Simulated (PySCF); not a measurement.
MH2+ across the third period

Level: PBE0, basis family def2-TZVP, no relativity.

Each entry is the lowest minimum that a search over a few typed start shapes (and spin states, where more than one is plausible) found, or that minimum re-optimised at the stated level; isomers with ligand–ligand bonds, or fragments after loss of a ligand pair, can lie lower. Open shells are unrestricted; no spin–orbit coupling; PySCF with density fitting.

Problem. Order by mean bond length to the first atom of the formula (for M2X and M3X the non-metal), shortest first (Å).
A. H₂S⁺
B. AlH₂⁺
C. SiH₂⁺
D. PH₂⁺

Solution. A (1.363), D (1.429), C (1.491), B (1.554).

Problem. Give point groups and multiplicities.

Solution. AlH₂⁺ D∞h singlet, SiH₂⁺ C2v doublet, PH₂⁺ C2v singlet, H₂S⁺ C2v doublet.

The bond shortens at every step; the largest change, -0.066 Å, falls between PH₂⁺ and H₂S⁺ among the members listed.

The shape changes along the series: D∞h for AlH₂⁺; C2v for SiH₂⁺ and PH₂⁺ and H₂S⁺.

Left out of the table are members whose search was unfinished or whose lowest solution was spin-contaminated, unstable, very soft or bonded differently.
